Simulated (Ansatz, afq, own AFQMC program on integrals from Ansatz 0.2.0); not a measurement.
## BH3 + SiH₂, singlet in cc-pVDZ along one coordinate

```tsv
atom	x (Å)	y (Å)	z (Å)
B	-2.1129	0.0401	0.0000
H	-2.7096	1.0737	0.0000
H	-2.7096	-0.9935	0.0000
H	-0.9194	0.0401	0.0000
Si	0.9301	0.0401	0.0000
H	1.5423	-0.8342	1.0900
H	1.5423	-0.8342	-1.0900
```

A hydrogen atom is moved from one rigid fragment to the other; the B1–H4 distance tells how far. The two fragments are held close together, so this isn't a minimum-energy path and the start is a compressed complex. Energies in kJ/mol count from this geometry (1.194 Å) at the same level; the start stands on RHF, each point on the determinant named.

Basis cc-pVDZ. Only valence electrons are correlated. Integrals, coupled cluster, full CI and functionals: Ansatz 0.2.0; the random walks run on the same integrals in our own AFQMC program. The CISD trial takes its coefficients from CCSD amplitudes. Released means that phaseless walkers are propagated on without the constraint, phases kept. Error bars are statistical, one sigma.

Cautions, each for one point or more: higher spins were not checked; raised T1 diagnostic; restricted determinant unstable towards unrestricted; strong correlation.

```tsv
r(B1–H4) / Å	det.	T1	weight	CCSD(T)	ph-AFQMC/CISD	released AFQMC	CCSDT(Q)	HF	wB97M-V
1.310	RHF	0.015	0.86	12.5	12.2 ± 0.5	12.7 ± 0.5*	12.2	20.6	14.1
1.369	RHF	0.016	0.86	26.2	25.2 ± 0.5	–	25.6	39.2	29.0
1.427	RHF	0.019	0.85	43.0	42.0 ± 0.5	42.3 ± 0.6*	42.0	61.4	47.2
1.486	RHF	0.022	0.85	62.8	61.6 ± 0.6	62.1 ± 0.6*	61.4	87.7	69.1
1.603	RHF	0.032	0.83	110.0	109.9 ± 0.6	109.0 ± 0.7*	107.6	151.4	123.3
```

Weight is that of the determinant in the CISD state; at the start T1 is 0.013 and the weight 0.86. An asterisk marks released energies that aren't shown to be converged. A dash marks a missing value, a released energy that hasn't settled or a functional that sits on another state. Largest departures from CCSDT(Q), at the points where its series has closed: CCSD(T) 2.4 kJ/mol at 1.603 (on RHF), ph-AFQMC/CISD 2.3 kJ/mol at 1.603 (on RHF), HF 43.8 kJ/mol at 1.603 (on RHF), wB97M-V 15.7 kJ/mol at 1.603. Functionals count only at points shown to share the start's state and spin. In this small basis the wave-function levels are far from their limit, so their gap to the functionals isn't the functionals' error.

Some points may be missing: those where a free walk finds a much lower state, and past Zn most of those on another determinant than at the start.

A walk keeps the symmetry of its determinant, which the program's search chose and which needn't be the lowest solution, so a lower state of the same spin and another symmetry isn't excluded.
